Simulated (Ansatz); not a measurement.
## Relaxing SbC2

All numbers below come from DFT PBE, scalar-relativistic, plane waves, PAW (Ansatz). Cutoff 420 eV, Γ-centred k mesh, Gaussian smearing, no spin polarisation in the final step.

SbC2 was placed on the tetragonal zirconia structure type (P4_2/nmc, No. 137), with Sb in place of Zr, C in place of O, at a guessed volume.

```
Sb C
1.0
     3.99620    0.00000    0.00000
     0.00000    3.99620    0.00000
     0.00000    0.00000    5.75299
Sb C
2 4
Direct
  0.00000 0.00000 0.00000
  0.50000 0.50000 0.50000
  0.00000 0.50000 0.20300
  0.00000 0.50000 0.70300
  0.50000 0.00000 0.29700
  0.50000 0.00000 0.79700
```

Cell and atoms relax at zero pressure; the relaxation can't lower the symmetry of the start. After a coarse first stage the cell is made exact in the group found at 0.06 Å.

Formation energies are uncorrected and refer to the elements' standard structures at the same level.

Problem. Describe the relaxed structure.

Solution. It ends in I4/mmm (No. 139). Conventional cell: a = 8.669 Å, c = 2.596 Å. Around Sb lie 2 Sb at 2.60 Å; C is coordinated by 2 C at 1.30 Å.

Space group I4/mmm (No. 139). a = 8.669 Å, b = 8.669 Å, c = 2.596 Å, α = 90.00°, β = 90.00°, γ = 90.00°
```json
{"atom": "Sb", "site": "2a", "symmetry": "4/mmm", "x": "0.0000", "y": "0.0000", "z": "0.0000"}
{"atom": "C", "site": "4d", "symmetry": "-4m2", "x": "0.0000", "y": "0.5000", "z": "0.2500"}
```

Problem. What are its volume, energy, density and gap?

Solution. The volume per atom is 32.5 Å³ and the density is 2.5 g/cm³. The energy over the elements is 1.07 eV/atom. The gap on the 18×18×18 mesh is 0 eV (a metal).

The final run used a 18×18×18 mesh on its 3-atom cell and 0.10 eV smearing. The k mesh leaves about 4 meV/atom of noise in metals. No dispersion correction is applied, so the spacing between layers, chains or molecules is poorly fixed, and with it the volume and density. Spin–orbit coupling is left out. A structure relaxed within its symmetry needn't be a true minimum. The steps took about 15 core-minutes in all.